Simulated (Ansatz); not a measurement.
# HfCl₂O, singlet: from triple and quadruple zeta to the limit

| atom | x (Å) | y (Å) | z (Å) |
| --- | --- | --- | --- |
| Hf | -0.1318 | 0.2032 | 0.0000 |
| O | 0.5715 | 1.7970 | 0.0000 |
| Cl | 0.2028 | -0.9171 | -2.0560 |
| Cl | 0.2028 | -0.9171 | 2.0560 |

Connectivity, by distances: O–Hf(–Cl)–Cl.

Ansatz 0.2.0, RHF determinant, valence electrons correlated, core potentials past Kr. Energies in eV.

```json
{"set": "def2-TZVPP", "X": "3", "functions": "171", "Hartree–Fock": "-28343.1075", "MP2 correlation": "-20.0680", "CCSD(T) correlation": "-21.3644", "time": "3.7 s on 1 × NVIDIA H100 80GB HBM3 with 1 thread of AMD EPYC 7R13 Processor (Zen 3), with other jobs on the host"}
{"set": "def2-QZVPP", "X": "4", "functions": "278", "Hartree–Fock": "-28343.9156", "MP2 correlation": "-21.7811", "CCSD(T) correlation": "-23.0807", "time": "10 s on 1 × NVIDIA H100 80GB HBM3 with 1 thread of AMD EPYC 7R13 Processor (Zen 3) (shared host)"}
```

Hartree–Fock is taken to follow E(X) = E∞ + A·exp(−7.88·√X), correlation E(X) = E∞ + B·X^−2.97.

Cautions: no spin-orbit coupling; outer-core shells of the metal frozen; higher spins were not checked.

Question: Work out the CCSD(T) energy at the limit, and how far the shortcut misses it that extrapolates MP2 and adds CCSD(T) minus MP2 from the smaller set.

Answer: Hartree–Fock: E∞ = E4 + 0.1377·(E4 − E3) = -28344.0269. Correlation: E∞ = E4 + 0.7407·(E4 − E3) = -24.3520 for CCSD(T) and -23.0501 for MP2. The limit is -28368.3789 eV, 1.383 eV below def2-QZVPP. The shortcut gives a correlation energy of -23.0501 + (-1.2964) = -24.3465, 5 meV higher than the direct value.

Past Ne part of the Hartree–Fock step between the two sets comes from the cores, which don't follow the formula, so the 111 meV that it adds to the total can overshoot; that part largely cancels in differences.

The exponents were fitted on light atoms, and def2 sets of heavy atoms don't grow evenly, so the limit is rough here.
